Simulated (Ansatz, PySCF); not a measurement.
Stepwise substitution at one centre (Al F-Cl). Isolated molecules, 0 K electronic values unless said otherwise. Strings in code marks are SMILES.

Quantity: redistribution energy (mixed species minus the weighted end members), in kcal/mol.

Level 1: frozen-core MP2/cc-pVTZ // ωB97X-D3(BJ)/def2-TZVP (Ansatz, a quantum-chemistry and plane-wave program)
Level 2: B3LYP/3-21G // ωB97X-D3(BJ)/def2-TZVP (PySCF)
Level 3: BP86/6-31G* // ωB97X-D3(BJ)/def2-TZVP (PySCF)
Level 4: M06-2X/6-31G* // ωB97X-D3(BJ)/def2-TZVP (PySCF)

| species | level 2 | level 3 | level 4 |
|---|---|---|---|
| 1 of 3 F replaced by Cl: `[F][Al]([F])[Cl]` | -3.87 | -1.12 | -0.90 |
| 2 of 3 F replaced by Cl: `[F][Al]([Cl])[Cl]` | -3.99 | -1.14 | -0.89 |

Problem. What does level 1 give for each?

Solution. 
- 1 of 3 F replaced by Cl: `[F][Al]([F])[Cl]`: 0.29
- 2 of 3 F replaced by Cl: `[F][Al]([Cl])[Cl]`: 0.31
